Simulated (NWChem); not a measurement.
System: C2H3, doublet; SMILES [CH]=C

NWChem input:

```
start job
memory heap 200 mb stack 900 mb global 1100 mb
geometry units angstroms noautosym nocenter noautoz
  C     -0.109974    -0.713094     0.000000
  C     -0.009866     0.594197     0.000000
  H      0.552251    -1.579189     0.000000
  H      0.967903     1.102266     0.000000
  H     -0.893701     1.244697     0.000000
end
basis spherical
  * library 6-31g*
end
dft
  odft
  mult 2
  xc m05-2x
  iterations 150
end
cosmo
  dielec 2.0
end
task dft energy
```

Parts of the log:

```
             Northwest Computational Chemistry Package (NWChem) 7.3.0
             --------------------------------------------------------

                             Geometry "geometry" -> ""
                             -------------------------

 Output coordinates in angstroms (scale by  1.889725989 to convert to a.u.)

  No.       Tag          Charge          X              Y              Z
 ---- ---------------- ---------- -------------- -------------- --------------
    1 C                    6.0000    -0.10997400    -0.71309400     0.00000000
    2 C                    6.0000    -0.00986600     0.59419700     0.00000000
    3 H                    1.0000     0.55225100    -1.57918900     0.00000000
    4 H                    1.0000     0.96790300     1.10226600     0.00000000
    5 H                    1.0000    -0.89370100     1.24469700     0.00000000

 Effective nuclear repulsion energy (a.u.)      28.2858522281

                                 NWChem DFT Module
                                 -----------------

 Summary of "ao basis" -> "ao basis" (spherical)
 ------------------------------------------------------------------------------
       Tag                 Description            Shells   Functions and Types
 ---------------- ------------------------------  ------  ---------------------
 C                           6-31g*                  6       14   3s2p1d
 H                           6-31g*                  2        2   2s

 in cosmo_initialize ...

 solvent parameters
 solvname_short: unkn
 solvname_long:  unknown
 dielec:        2.0000

          ---------------
          -cosmo- solvent
          ---------------
 Cosmo: York-Karplus, doi: 10.1021/jp992097l
 dielectric constant -eps-     =   2.00
 screen = (eps-1)/(eps    )    =   0.50000
 surface charge correction     = lagrangian

   van der Waals surface
 --------------------------

[...]

                                   COSMO solvation results
                                   -----------------------

                 gas phase energy =       -77.877559104174
                 sol phase energy =       -77.879113142213
 (electrostatic) solvation energy =         0.001554038038 (    0.98 kcal/mol)

                    DFT Final Alpha Molecular Orbital Analysis
                    ------------------------------------------

 Vector    6  Occ=1.000000D+00  E=-4.986290D-01
              MO Center= -2.2D-01,  2.4D-01, -5.3D-12, r^2= 1.8D+00
   Bfn.  Coefficient  Atom+Function         Bfn.  Coefficient  Atom+Function
  ----- ------------  ---------------      ----- ------------  ---------------
     4      0.326114  1 C  py                18     -0.308059  2 C  py
    17      0.279020  2 C  px                33     -0.245386  5 H  s
    34     -0.186020  5 H  s                 29     -0.141986  3 H  s
    21      0.123314  2 C  px                22     -0.116792  2 C  py
    30     -0.114122  3 H  s                  8      0.104533  1 C  py

 Vector    7  Occ=1.000000D+00  E=-3.443473D-01
              MO Center= -6.2D-02, -1.1D-01,  3.8D-11, r^2= 1.4D+00
   Bfn.  Coefficient  Atom+Function         Bfn.  Coefficient  Atom+Function
  ----- ------------  ---------------      ----- ------------  ---------------
     5      0.428759  1 C  pz                19      0.374974  2 C  pz
     9      0.291672  1 C  pz                23      0.270490  2 C  pz

 Vector    8  Occ=1.000000D+00  E=-2.946095D-01
              MO Center= -2.1D-01, -5.0D-01, -2.1D-11, r^2= 1.7D+00
   Bfn.  Coefficient  Atom+Function         Bfn.  Coefficient  Atom+Function
  ----- ------------  ---------------      ----- ------------  ---------------
     3      0.523334  1 C  px                 7      0.409364  1 C  px
     6     -0.259802  1 C  s                 32     -0.207530  4 H  s
     8      0.158315  1 C  py                31     -0.154303  4 H  s
     4      0.149356  1 C  py                30      0.144573  3 H  s
    34      0.143920  5 H  s                 17     -0.136874  2 C  px

 Vector    9  Occ=0.000000D+00  E= 6.366927D-02
              MO Center= -5.3D-02,  1.4D-03, -7.4D-11, r^2= 1.9D+00
   Bfn.  Coefficient  Atom+Function         Bfn.  Coefficient  Atom+Function
  ----- ------------  ---------------      ----- ------------  ---------------
    23     -0.684142  2 C  pz                 9      0.635611  1 C  pz
     5      0.405061  1 C  pz                19     -0.406499  2 C  pz
    11     -0.026532  1 C  d -1

 Vector   10  Occ=0.000000D+00  E= 1.904712D-01
              MO Center=  3.1D-01, -8.8D-01, -4.3D-11, r^2= 3.9D+00
   Bfn.  Coefficient  Atom+Function         Bfn.  Coefficient  Atom+Function
  ----- ------------  ---------------      ----- ------------  ---------------
    30      1.666364  3 H  s                  6     -1.422241  1 C  s
    34     -0.881946  5 H  s                 21     -0.485461  2 C  px
    32      0.476209  4 H  s                 20      0.441794  2 C  s
     8      0.439427  1 C  py                 7     -0.412114  1 C  px
    17     -0.201893  2 C  px                 3     -0.185909  1 C  px

[...]
```

Level: M05-2X/6-31G* (spherical d), spin-unrestricted, COSMO on the gas-phase geometry. In the optimisation the excess spin sits in a' (Cs, its own frame). Geometry: optimised at PBE0/def2-SVP, spin-unrestricted. No stability test was run on the SCF state. COSMO prints the solvation energy as gas minus solution, so a positive value is a stabilisation.
